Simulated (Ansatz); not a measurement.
Geometry optimisation, RKS PBE/def2-SVP in Ansatz 0.2.0.

The input (input.yaml):

```yaml
crystal:
  periodic: [false, false, false]
  atoms:
    - { symbol: B, position_ang: [0.0, 0.0, 0.0] }
    - { symbol: F, position_ang: [0.0, 0.0, 1.32] }
    - { symbol: O, position_ang: [1.2211, 0.0, -0.705] }
    - { symbol: H, position_ang: [1.5209, -0.9519, -0.8599] }
    - { symbol: H, position_ang: [-1.0305, 0.0, -0.595] }
basis:
  gaussian: { orbitals: def2-SVP }
hamiltonian:
  xc: pbe
relax:
  f_tol: 0.02
  max_steps: 40
```

Run as:

```bash
$ ansatz run input.yaml --threads 1 --pin off --max-ram 2048MiB --backend cpu --events-out ev --progress --plain --runs-dir out
```

Where does it end, and by what steps?

It converged. After 10 steps the energy has fallen by 0.605 eV; H4 moved furthest, 0.54 Å.

```tsv
step	energy less start (eV)	largest force component (eV/Å)	accepted
0	0.0000	1.692	yes
1	-0.0360	1.192	yes
2	-0.0759	0.772	yes
3	-0.1826	0.462	yes
4	-0.2344	0.620	yes
5	-0.4372	1.252	yes
6	-0.5974	0.253	yes
7	-0.6037	0.195	yes
8	-0.6048	0.093	yes
9	-0.6050	0.044	yes
10	-0.6050	0.009	yes
```

```xyz
5
Properties=species:S:1:pos:R:3
B -0.044 -0.067 -0.096
F 0.142 -0.170 1.230
O 0.958 -0.365 -0.954
H 1.771 -0.645 -0.490
H -1.115 0.296 -0.531
```

Whether the end is a true minimum wasn't checked by a vibrational analysis.

The run took 13 s on 1 thread of Arm Neoverse V1, with other jobs on the host, peak memory 0.12 GiB.
